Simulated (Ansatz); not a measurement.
Pressure series in GaAs

The reference is GaAs in the zinc blende structure (space group F-43m, No. 216; a = 5.746 Å).

Cell and atoms are relaxed at each pressure.

All numbers come from PBE, PAW, 420 eV (Ansatz, a quantum-chemistry and plane-wave program; scalar-relativistic without spin-orbit coupling), earlier PAW set.

```
P (GPa)  V (Å³/atom)
-------  -----------
0.90          23.374
2.10          22.963
4.51          22.247
8.99          21.172
15.00         20.064
22.50         19.003
30.00         18.163
```

A third-order Birch–Murnaghan fit to these points gives V₀ = 23.70 Å³/atom, B₀ = 62 GPa and B₀′ = 4.5. At pressure 30 GPa the volume is 76.6 % of V₀.

Measured bulk modulus of GaAs: 76.7 GPa (static lattice; corrected from measurement; as listed in Daniel Mejia-Rodriguez, S. B. Trickey, Phys. Rev. B (2018)); the computed value is 19 % below it.

Between the base and pressure 4.5 GPa the gap moves from 0.16 eV to 0.63 eV, a mean slope of 110 meV/GPa.

Load acts through the strain it causes; cell and atoms are relaxed under it. Whether these cells are dynamically stable was not tested. Measured, GaAs leaves this structure (for a Cmcm phase) near 15 GPa (room temperature; as listed in arXiv:1906.07825). A zero or small gap of GaAs can be the functional's error rather than a property of the material.
